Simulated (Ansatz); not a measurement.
# CH₃⁺, singlet: reading a ladder of total energies

Geometry: a point of a stretch scan, not a stationary point.

```xyz
4

C     0.0426    0.0760   -0.0002
H     1.1357    0.0898   -0.0005
H    -0.5160    1.0157   -0.0030
H    -1.1270   -2.0106    0.0064
```

Basis cc-pVDZ; Ansatz 0.2.0. Correlated methods freeze the noble-gas cores, which leaves 6 electrons in 28 orbitals. Prefix R: restricted or restricted open-shell reference.

Full CI is exact within this basis and frozen core; it isn't the basis-set limit.

Runs differ by some tens of microhartree through their thresholds, so steps under 0.03 kcal/mol mean nothing.

```tsv
level	total energy (hartree)
RHF	-39.019899
RMP2	-39.149969
RCCSD*	-39.189524
RCCSD(T)*	-39.195746
RCCSDT*	-39.196117
RCCSDT(Q)*	-39.196504
RCCSDTQ*	-39.196508
full CI	-39.196523
```

**Question.** What is the correlation energy at full CI, and what share of it do RMP2 and RCCSD(T) recover?

**Answer.** E(corr) = -39.196523 − (-39.019899) = -0.176624 hartree = -4.806 eV. RMP2: -0.130070 / -0.176624 = 73.64 %. RCCSD(T): -0.175847 / -0.176624 = 99.56 %.

**Question.** By how many kcal/mol does RCCSD(T) miss full CI (1 hartree = 627.509 kcal/mol), and which steps make up the rest?

**Answer.** -39.195746 − (-39.196523) = 0.000777 hartree = 0.49 kcal/mol. Steps: RCCSDT − RCCSD(T) = -0.23, RCCSDT(Q) − RCCSDT = -0.24, RCCSDTQ − RCCSDT(Q) = 0.00, full CI − RCCSDTQ = -0.01 kcal/mol. That is within 1 kcal/mol of the reference in this basis, which itself misses far more of the correlation at the basis-set limit.

An asterisk marks runs whose energy the program itself flagged as in doubt.
